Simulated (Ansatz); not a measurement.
Relaxation of BH6NO (9 atoms, charge 0, multiplicity 1), to a largest force component of 0.03 eV/Å in at most 50 steps.

The calculation used RKS B3LYP-D4/def2-SVP (Ansatz 0.2.0).

```xyz
9
Properties=species:S:1:pos:R:3
B -0.102 -0.143 0.046
O -0.029 -0.467 1.395
H -0.883 -0.679 1.793
H 0.942 0.093 -0.508
N -1.295 -0.152 -0.699
H -2.215 -0.342 -0.314
H -1.308 0.061 -1.688
H -0.205 2.138 0.791
H -0.067 1.753 1.380
```

Question: Where does it end, and by what steps?

Answer: It converged. After 36 steps the energy has fallen by 0.247 eV; H8 moved furthest, 2.12 Å.

| step | energy less start (eV) | largest force component (eV/Å) | accepted |
| --- | --- | --- | --- |
| 0 | 0.0000 | 1.367 | yes |
| 2 | -0.1871 | 0.141 | yes |
| 4 | -0.2073 | 0.587 | yes |
| 6 | -0.1925 | 1.169 | no |
| 8 | -0.2282 | 0.370 | yes |
| 10 | -0.2366 | 0.118 | yes |
| 12 | -0.2367 | 0.102 | yes |
| 14 | -0.2415 | 0.175 | yes |
| 16 | -0.2437 | 0.065 | yes |
| 18 | -0.2448 | 0.074 | yes |
| 20 | -0.2455 | 0.053 | yes |
| 22 | -0.2461 | 0.055 | yes |
| 24 | -0.2464 | 0.036 | yes |
| 26 | -0.2466 | 0.037 | yes |
| 28 | -0.2468 | 0.042 | yes |
| 30 | -0.2470 | 0.045 | yes |
| 32 | -0.2471 | 0.032 | yes |
| 34 | -0.2473 | 0.040 | yes |
| 36 | -0.2474 | 0.023 | yes |

```xyz
9
Properties=species:S:1:pos:R:3
B -0.264 -0.255 -0.369
O -0.336 0.360 0.855
H -1.206 0.322 1.272
H 0.808 -0.234 -0.925
N -1.352 -0.894 -0.993
H -2.287 -0.961 -0.604
H -1.261 -1.339 -1.897
H 0.397 2.929 2.664
H 0.338 2.333 2.192
```

Whether the end is a true minimum wasn't checked by a vibrational analysis.

Time of the run: 39 s on 1 thread of Intel(R) Xeon(R) 6975P-C (Granite Rapids), with other jobs on the host, peak memory 0.16 GiB.
